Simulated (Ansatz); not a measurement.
Results of r²SCAN+rVV10 in Ansatz (PAW) for PdS₂ (Pbca, No. 61).

Numerical settings: plane-wave cutoff 500 eV, 8×8×6 k mesh (along the axes of the cell as run), Fermi–Dirac smearing 0.05 eV, scalar-relativistic PAW data made under PBE.

Cell (relaxed at this level):

```cif
data_Pd4S8
_chemical_formula_sum 'Pd4 S8'
_space_group_name_H-M_alt 'Pbca'
_space_group_IT_number 61
_space_group_name_Hall '-P 2ac 2ab'
_cell_length_a 5.48170
_cell_length_b 5.56340
_cell_length_c 7.49666
_cell_angle_alpha 90.000
_cell_angle_beta 90.000
_cell_angle_gamma 90.000
loop_
_atom_site_label
_atom_site_type_symbol
_atom_site_symmetry_multiplicity
_atom_site_Wyckoff_symbol
_atom_site_fract_x
_atom_site_fract_y
_atom_site_fract_z
_atom_site_occupancy
Pd1 Pd 4 a 0.00000 0.00000 0.00000 1
S1 S 8 c 0.10493 0.11037 0.41747 1
```

Problem. Predict the band gap.

Solution. 
- band gap: 0.09 eV (under three smearing widths, so not firm)

Measured, for comparison: band gap 0.7 eV (temperature not stated, not corrected to a static lattice, indirect, bulk, cited; as tabulated in Two-dimensional noble-metal chalcogenides and phosphochalcogenides, Angew. …).

Spin–orbit coupling is not included.

It cost about 28 core-minutes (a rough figure) of CPU time.

Ansatz is a quantum-chemistry and plane-wave program.
